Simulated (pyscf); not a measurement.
Structures and frequencies: ωB97X-D3(BJ)/def2-SVP in PySCF.

Task: Estimate by transition-state theory the rate constant of hydrogen chloride (HCl) + H₂N–B(Cl)–Cl → boron trichloride (Cl–B(Cl)–Cl) + ammonia (NH₃) (singlet surface; Cl–H, B–N broken, B–Cl, H–N formed) at 298 K, with ωB97M-D3(BJ)/def2-TZVP energies (ideal gas, 1 atm, RRHO with modes under 100 cm⁻¹ raised to 100, one conformer, R ln 2 for rigid chiral ones; no tunnelling).

Result: The electronic barrier is 17.9 kcal/mol and the thermal terms add +9.2, so ΔG‡ = 27.1 kcal/mol. With k_BT/h = 6.21e+12 s⁻¹ and RT = 0.592 kcal/mol, and a volume of 4.06e-20 cm³ per molecule at 1 atm, k = 3.6e-27 cm³ molecule⁻¹ s⁻¹. Wigner's tunnelling factor for 1126i cm⁻¹ would be 2.23, likely too low at so high a frequency. A shift of 1 kcal/mol in the barrier changes k by a factor 5.4. On the product side the descent ends in an adduct with a B–N contact, 26.3 kcal/mol under the separated species and 32.0 kcal/mol under the saddle at ωB97X-D3(BJ)/def2-TZVP. What is counted as broken (B–N) persists as a longer contact in the product adduct; parting that adduct is a step of its own. This is the saddle that the search found; another between the same sides may lie lower.
